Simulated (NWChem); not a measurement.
Program: NWChem. System: P, charge 0, spin multiplicity 4. Its SCF solution wasn't tested for a lower state. Level: UB2PLYP/def2-TZVP, 5 core orbitals frozen.

Job file:

```
start mol
memory heap 200 mb stack 900 mb global 1100 mb
geometry units angstroms nocenter noautoz
  P      0.000000     0.000000     0.000000
  symmetry group D2h
end
basis spherical
  * library def2-tzvp
end
dft
  xc hfexch 0.53 becke88 0.47 lyp 0.73 mp2 0.27
  dftmp2
  odft
  mult 4
  semidirect memsize 60000000 filesize 0
  iterations 100
end
mp2
  freeze core 5
end
task dft energy
```

Part of the output:

```
             Northwest Computational Chemistry Package (NWChem) 7.3.0
             --------------------------------------------------------

                                NWChem Input Module
                                -------------------

 Scaling coordinates for geometry "geometry" by  1.889725989
 (inverse scale =  0.529177249)

                             Geometry "geometry" -> ""
                             -------------------------

 Output coordinates in angstroms (scale by  1.889725989 to convert to a.u.)

  No.       Tag          Charge          X              Y              Z
 ---- ---------------- ---------- -------------- -------------- --------------
    1 P                   15.0000     0.00000000     0.00000000     0.00000000

 Effective nuclear repulsion energy (a.u.)       0.0000000000

            Nuclear Dipole moment (a.u.)
            ----------------------------
        X                 Y               Z
 ---------------- ---------------- ----------------
     0.0000000000     0.0000000000     0.0000000000

      Symmetry information
      --------------------

 Group name             D2h
 Group number             26
 Group order               8
 No. of unique centers     1

      Symmetry unique atoms

     1


 Summary of "ao basis" -> "" (spherical)
 ------------------------------------------------------------------------------
       Tag                 Description            Shells   Functions and Types
 ---------------- ------------------------------  ------  ---------------------
 *                         def2-tzvp                  on all atoms

  dft_input: which_mp2 not specified, using semidirect MP2 by default.

                                 NWChem DFT Module
                                 -----------------

 Summary of "ao basis" -> "ao basis" (spherical)
 ------------------------------------------------------------------------------
       Tag                 Description            Shells   Functions and Types
 ---------------- ------------------------------  ------  ---------------------
 P                         def2-tzvp                13       37   5s5p2d1f

 Summary of "ao basis" -> "ao basis" (spherical)
 ------------------------------------------------------------------------------
       Tag                 Description            Shells   Functions and Types
 ---------------- ------------------------------  ------  ---------------------
 P                         def2-tzvp                13       37   5s5p2d1f

      Symmetry analysis of basis
      --------------------------

        ag          9
        au          1
        b1g         2
        b1u         7
        b2g         2
        b2u         7
        b3g         2
        b3u         7

            General Information
            -------------------
          SCF calculation type: DFT
          Wavefunction type:  spin polarized.
          No. of atoms     :     1
          No. of electrons :    15
           Alpha electrons :     9
            Beta electrons :     6
          Charge           :     0
          Spin multiplicity:     4
          Use of symmetry is: on ; symmetry adaption is: on
          Maximum number of iterations: 100
          AO basis - number of functions:    37
                     number of shells:    13
          Convergence on energy requested:  1.00D-06
          Convergence on density requested:  1.00D-05
          Convergence on gradient requested:  5.00D-04

              XC Information
[...]
   Bfn.  Coefficient  Atom+Function         Bfn.  Coefficient  Atom+Function
  ----- ------------  ---------------      ----- ------------  ---------------
     4      0.699952  1 P  s                  5      0.478104  1 P  s
     3     -0.448998  1 P  s                  2      0.091308  1 P  s
     1      0.078347  1 P  s

 Vector    7  Occ=0.000000D+00  E=-4.896120D-02  Symmetry=b1u
              MO Center=  3.1D-33, -4.0D-33, -2.7D-22, r^2= 2.4D+00
   Bfn.  Coefficient  Atom+Function         Bfn.  Coefficient  Atom+Function
  ----- ------------  ---------------      ----- ------------  ---------------
    20      0.613639  1 P  pz                17      0.340582  1 P  pz
    14      0.209519  1 P  pz                 8     -0.160926  1 P  pz
    11     -0.080055  1 P  pz

 Vector    8  Occ=0.000000D+00  E=-4.896120D-02  Symmetry=b2u
              MO Center=  2.2D-33,  1.7D-22,  1.7D-34, r^2= 2.4D+00
   Bfn.  Coefficient  Atom+Function         Bfn.  Coefficient  Atom+Function
  ----- ------------  ---------------      ----- ------------  ---------------
    19      0.613639  1 P  py                16      0.340582  1 P  py
    13      0.209519  1 P  py                 7     -0.160926  1 P  py
    10     -0.080055  1 P  py

 Vector    9  Occ=0.000000D+00  E=-4.896120D-02  Symmetry=b3u
              MO Center=  3.9D-22,  2.5D-31,  7.0D-33, r^2= 2.4D+00
   Bfn.  Coefficient  Atom+Function         Bfn.  Coefficient  Atom+Function
  ----- ------------  ---------------      ----- ------------  ---------------
    18      0.613639  1 P  px                15      0.340582  1 P  px
    12      0.209519  1 P  px                 6     -0.160926  1 P  px
     9     -0.080055  1 P  px

   alpha - beta orbital overlaps
   -----------------------------

   alpha      1      2      3      4      5      6      7      8      9     10
    beta      1      2      3      5      4      6      7      9      8     10
 overlap   1.000  1.000  1.000  1.000  1.000  1.000  0.984  0.984  0.984  0.984

   alpha     11     12     13     14     15     16     17     18     19     20
    beta     11     12     14     15     16     18     17     13     19     20
 overlap   0.984  0.984  1.000  1.000  1.000  1.000  1.000  1.000  1.000  1.000

   alpha     21     22     23     24     25     26     27     28     29     30
    beta     21     22     23     24     25     28     29     26     27     30
 overlap   1.000  1.000  1.000  1.000  1.000  1.000  1.000  1.000  1.000  1.000

   alpha     31     32     33     34     35     36     37
    beta     31     32     33     34     35     36     37
 overlap   1.000  1.000  1.000  1.000  1.000  1.000  1.000

     --------------------------
     Expectation value of S2:
     --------------------------
      <S2> =      3.7502 (Exact =     3.7500)

                   NWChem MP2 Semi-direct Energy/Gradient Module
                   ---------------------------------------------

  Basis functions       =     37
  Molecular orbitals    =     37
  Frozen core           =      5
  Frozen virtuals       =      0
  Active alpha occupied =      4
  Active beta occupied  =      1
  Active alpha virtual  =     28
  Active beta virtual   =     31
  Use MO symmetry       = T
  Use skeleton AO sym   = T

  AO/Fock/Back tols     =   1.0D-09  1.0D-09  1.0D-09

 GA uses MA = F    GA memory limited = T

 Available:
  local mem=  4.43D+07
 global mem=  1.44D+08
 local disk=  0.00D+00
  mp2_memr nvloc                    28
  nvloc new                    28
   1 passes of   4:        3145728                       8390                    270099.
   1 passes of   4: M     44323450           G      144176462           F      41177722.

 Semi-direct pass number   1 of   1  for UHF alpha       at        0.6s
  vrange nnbf                   703
  mp2_eaftype                    10  avail_ma_in_mb                   386
 EAF : mp2_eaftype filesize          10     135050.
  mp2_eaf for mointskh                     10
Node 0 wrote      0.6 Mb in      0.0 s     Agg I/O rate:  1097.9 Mb/s
 Done moints_semi at        0.9s
  mp2_eaftype                    10  avail_ma_in_mb                   386
 EAF : mp2_eaftype filesize          10     135050.
  mp2_eaf for kh                    10
 Done maket at        0.9s
 Done multipass loop at        0.9s

 GA uses MA = F    GA memory limited = T

 Available:
  local mem=  4.43D+07
 global mem=  1.44D+08
 local disk=  0.00D+00
  mp2_memr nvloc                    31
  nvloc new                    31
   1 passes of   1:        3145728                       4342                     76493.
   1 passes of   1: M     44323450           G      144176462           F      41177722.

 Semi-direct pass number   1 of   1  for UHF beta        at        0.9s
  vrange nnbf                   703
  mp2_eaftype                    10  avail_ma_in_mb                   386
 EAF : mp2_eaftype filesize          10      38247.
  mp2_eaf for mointskh                     10
Node 0 wrote      0.2 Mb in      0.0 s     Agg I/O rate:  1046.7 Mb/s
 Done moints_semi at        1.2s
  mp2_eaftype                    10  avail_ma_in_mb                   386
 EAF : mp2_eaftype filesize          10      38247.
  mp2_eaf for kh                    10
 Done maket at        1.2s
 Done multipass loop at        1.2s

          -------------------------------------------
          DFT energy                    -341.115620374590
          Unscaled MP2 energy             -0.101363096915
          Total DFT+MP2 energy          -341.142988410757
          -------------------------------------------

 -----------------------
 Performance information
 -----------------------

 Timer overhead =  1.37D-07 seconds/call

               Nr. of calls         CPU time (s)                 Wall time (s)                GFlops
             ---------------    -------------------     ------------------------------   -------------------
Name         Min   Avg   Max    Min     Avg     Max     Min     Avg     Max   Mx/calls   Min     Max     Sum
mp2: moin     2     2     2   0.55    0.55    0.55     0.55    0.55    0.55    0.27      0.0     0.0     0.0
mp2: make     2     2     2   6.79E-3 6.79E-3 6.79E-3  6.79E-3 6.79E-3 6.79E-3 3.39E-3   0.0     0.0     0.0
mp2: tota     1     1     1   0.63    0.63    0.63     0.63    0.63    0.63    0.63      0.0     0.0     0.0

 The average no. of pstat calls per process was 5.00D+00
 with a timing overhead of 6.87D-07s

 Task  times  cpu:        1.2s     wall:        1.2s

 Total times  cpu:        1.2s     wall:        1.2s
```
